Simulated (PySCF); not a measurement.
CH2, SMILES [CH2] (connectivity only; charge and spin as stated), neutral, multiplicity 1.

The structure is a stationary point at B3LYP-D3(BJ)/def2-TZVPD. The isomer is the one that the SMILES or the coordinates give; other isomers of the formula were not compared.

Level of theory: SMD-B3LYP/def2-SVP run with PySCF.

Solvation free energies are E(SMD) − E(gas) at the gas-phase geometry, for 1 M in both phases. In vacuum the dipole moment is 1.96 D.

```json
[
 {"solvent": "water", "ΔG(solv) (kcal/mol)": "-1.2", "its non-electrostatic (CDS) part": "5.0", "dipole (D)": "2.41"},
 {"solvent": "1-octanol", "ΔG(solv) (kcal/mol)": "-1.0", "its non-electrostatic (CDS) part": "4.2", "dipole (D)": "2.34"},
 {"solvent": "ethanol", "ΔG(solv) (kcal/mol)": "-1.9", "its non-electrostatic (CDS) part": "3.9", "dipole (D)": "2.38"}
]
```
